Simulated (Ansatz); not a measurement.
Basis sets compared for P₂S₄⁺. Charge 1, multiplicity 2. Geometry PBE0-D4/def2-SVP. Ansatz on 4 threads of Arm Neoverse V1 on a shared host; times are rough, and most runs start from earlier orbitals.

Cartesian coordinates in Å:
```
P 0.892 -0.825 -1.583
P 0.890 -1.757 0.313
S -1.572 0.567 0.889
S -0.094 1.863 0.308
S 0.335 1.160 -1.618
S -0.450 -1.009 1.691
```

Another isomer (doublet) lies 1.40 eV lower at PBE0-D4/def2-TZVP; other spin states weren't run for this one.

| level | functions | energy (Eh) | HOMO (eV) | LUMO (eV) | wall time |
| --- | --- | --- | --- | --- | --- |
| PBE-D4/def2-SVP | 108 | -2273.5314 | -10.95 | -10.51 | 1.9 s |
| PBE0-D4/def2-SVP | 108 | -2273.6798 | -12.07 | -10.03 | 3 s |

Question: Estimate the rows for PBE-D4/def2-TZVP (with forces), PBE0-D4/def2-TZVP.

Answer: 
| level | functions | energy (Eh) | HOMO (eV) | LUMO (eV) | wall time |
| --- | --- | --- | --- | --- | --- |
| PBE-D4/def2-TZVP (with forces) | 222 | -2274.3503 | -10.74 | -10.27 | 5.5 s |
| PBE0-D4/def2-TZVP | 222 | -2274.4968 | -11.81 | -9.72 | 14 s |
